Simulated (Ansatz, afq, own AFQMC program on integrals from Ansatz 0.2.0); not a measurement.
## BC, doublet in 6-31G, levels against full CI

```xyz
2

B     0.0000    0.0000    0.0000
C     0.0000    0.0000    2.0840
```

Basis 6-31G. Only valence electrons are correlated. Ansatz 0.2.0 and our own AFQMC program on the same integrals; the CISD trial comes from CCSD amplitudes, and released means the phaseless constraint is let go. Uncertainties: one standard error, sampling alone.

Determinant: ROHF, the one that the program's search chose, which needn't be the lowest solution. The geometry is a point of a scan.

Full CI is exact in this basis; its frozen core comes from its own orbitals, which moves totals by up to a few meV.

Cautions: a spin-contaminated unrestricted determinant lies lower (UHF 811 meV lower, ⟨S²⟩ 1.89); the released energies are still falling, so no released level is given (meV from the phaseless value at times in 1/Eh: -18 ± 6 at 0.24, -24 ± 3 at 0.51, -27 ± 4 at 0.99, -35 ± 4 at 1.62, -47 ± 4 at 2.40); CCSDTQ on the UHF determinant differs (1.12 eV lower), perhaps since the unrestricted series falls towards higher spin; full CI with its own frozen core; a state of higher spin lies lower (by 1.12 eV).

The T1 diagnostic is 0.0337 and the weight of the determinant in the CISD state is 0.854. The size of the correlated space is 7 electrons in 16 orbitals.

Reference: full CI, correlation energy -3.568 eV. CCSDTQ lies 1.1 meV above full CI, in part by the other frozen core, which shifts every row alike, so rows that close can't be ranked against it.

| level | E − E(reference) (mEh) | share of correlation (%) |
| --- | --- | --- |
| HF | 131.12 | 0.00 |
| MP2 | 48.65 | 62.90 |
| CCSD | 5.63 | 95.71 |
| CCSD(T) | 2.38 | 98.18 |
| CCSDT | 0.80 | 99.39 |
| CCSDT(Q) | 0.40 | 99.70 |
| CCSDTQ | 0.04 | 99.97 |
| ph-AFQMC/CISD | 2.11 ± 0.13 | 98.39 |

CCSDT and higher add their correlation energy to the determinant of the CCSD(T) run, since their own runs factorise the integrals more tightly (a shift of under 2 meV).
